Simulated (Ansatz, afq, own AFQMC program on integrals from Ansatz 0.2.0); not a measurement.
# HBr + H, doublet in cc-pVTZ along one coordinate

```xyz
3

Br    0.0000    0.0000   -1.2869
H     0.0000    0.0000    0.1337
H     0.0000    0.0000    1.1531
```

A hydrogen atom is moved from one rigid fragment to the other; the Br1–H2 distance tells how far. The two fragments are held close together, so this isn't a minimum-energy path and the start is a compressed complex. Energies in kcal/mol count from this geometry (1.421 Å) at the same level; the start stands on UHF, each point on the determinant named.

Basis cc-pVTZ. Only valence electrons are correlated. AFQMC by an in-house program on the Cholesky factors that Ansatz 0.2.0 writes for its CCSD(T) run. ph-AFQMC/CISD is guided by a CISD state made of CCSD amplitudes; releasing the constraint for a short imaginary time cuts its bias at the price of noise, slowly where states lie close. ± is one standard error of the sampling. No spin–orbit coupling.

Cautions, each for one point or more: inner d shell frozen; no relativity below Rb; no spin-orbit coupling.

```
r(Br1–H2) / Å  det.     T1  weight  ⟨S²⟩   CCSD  B2PLYP  CCSD(T)
        1.499   UHF  0.014    0.91  0.79   -3.6    -3.8     -3.6
        1.538   UHF  0.014    0.91  0.79   -5.3    -5.4     -5.2
        1.577   UHF  0.013    0.91  0.79   -6.9    -6.9     -6.7
        1.617   UHF  0.012    0.91  0.78   -8.4    -8.2     -8.1
        1.695   UHF  0.011    0.91  0.77  -10.1    -9.2     -9.5
```

Q: Estimate the curve of CCSDT(Q), counted from the same start.

A: 
```csv
r(Br1–H2) / Å,det.,T1,weight,⟨S²⟩,CCSDT(Q),ph-AFQMC/CISD
1.499,UHF,0.014,0.91,0.79,-3.6,-3.6 ± 0.08
1.538,UHF,0.014,0.91,0.79,-5.2,-5.1 ± 0.08
1.577,UHF,0.013,0.91,0.79,-6.7,-6.6 ± 0.07
1.617,UHF,0.012,0.91,0.78,-8.1,-7.9 ± 0.1
1.695,UHF,0.011,0.91,0.77,-9.5,-9.4 ± 0.07
```

Weight is that of the determinant in the CISD state; at the start T1 is 0.013 and the weight 0.91, and ⟨S²⟩ is 0.78. Largest departures from CCSDT(Q), at the points where its series has closed: CCSD(T) 0.0 kcal/mol at 1.538 (on UHF), ph-AFQMC/CISD 0.1 kcal/mol at 1.617 (on UHF) (within the noise), CCSD -0.6 kcal/mol at 1.695 (on UHF), B2PLYP 0.2 kcal/mol at 1.695. Functionals count only at points shown to share the start's state and spin.

A walk keeps the symmetry of its determinant, which the program's search chose and which needn't be the lowest solution, so a lower state of the same spin and another symmetry isn't excluded.
